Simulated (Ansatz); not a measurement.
Relaxation of CH6AlCl (9 atoms, charge 0, multiplicity 1), to a largest force component of 0.03 eV/Å in at most 50 steps.

These are results of Ansatz, RKS PBE0-D4/def2-SVPD, not measurements.

```xyz
9
Properties=species:S:1:pos:R:3
Al -0.059 -0.500 -0.462
C -0.039 -0.173 2.684
H -0.953 -0.092 3.285
H 0.823 -0.404 3.323
H 0.143 0.782 2.166
H 1.405 0.054 -0.642
H -1.403 0.299 -0.665
Cl -0.253 -2.643 -0.020
H -0.166 -1.012 1.974
```

**Question.** Where does it end, and by what steps?

**Answer.** It converged. After 7 steps the energy has fallen by 0.103 eV; H7 moved furthest, 0.34 Å.

```json
{"step": "0", "energy less start (eV)": "0.0000", "largest force component (eV/Å)": "0.818", "accepted": "yes"}
{"step": "1", "energy less start (eV)": "-0.0483", "largest force component (eV/Å)": "0.366", "accepted": "yes"}
{"step": "2", "energy less start (eV)": "-0.0753", "largest force component (eV/Å)": "0.325", "accepted": "yes"}
{"step": "3", "energy less start (eV)": "-0.0864", "largest force component (eV/Å)": "0.163", "accepted": "yes"}
{"step": "4", "energy less start (eV)": "-0.0922", "largest force component (eV/Å)": "0.082", "accepted": "yes"}
{"step": "5", "energy less start (eV)": "-0.0922", "largest force component (eV/Å)": "0.151", "accepted": "no"}
{"step": "6", "energy less start (eV)": "-0.1018", "largest force component (eV/Å)": "0.037", "accepted": "yes"}
{"step": "7", "energy less start (eV)": "-0.1025", "largest force component (eV/Å)": "0.014", "accepted": "yes"}
```

```xyz
9
Properties=species:S:1:pos:R:3
Al -0.056 -0.533 -0.185
C -0.042 -0.165 2.537
H -0.936 0.028 3.140
H 0.848 -0.263 3.168
H 0.110 0.692 1.862
H 1.407 0.042 -0.308
H -1.387 0.302 -0.322
Cl -0.254 -2.660 -0.266
H -0.191 -1.130 2.019
```

Whether the end is a true minimum wasn't checked by a vibrational analysis.

The run took 14 s on 4 threads of Arm Neoverse V1 (shared host), peak memory 0.26 GiB.
